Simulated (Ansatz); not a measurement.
Species: C3H4, SMILES `C=C=C` (charge 0, multiplicity 1).

**Question.** Give a relaxed geometry from Ansatz (a first-principles code) with B3LYP-D3(BJ)/def2-TZVP.

**Answer.** the end point of this relaxation (outside a Z-matrix the atoms follow the SMILES, hydrogens last).
Cartesian coordinates (Å) in one orientation:
```xyz
7

C     -1.300     0.012    -0.003
C      0.000     0.000     0.000
C      1.300    -0.012     0.003
H     -1.858     0.712     0.608
H     -1.868    -0.677    -0.617
H      1.856    -0.630     0.699
H      1.870     0.595    -0.691
```
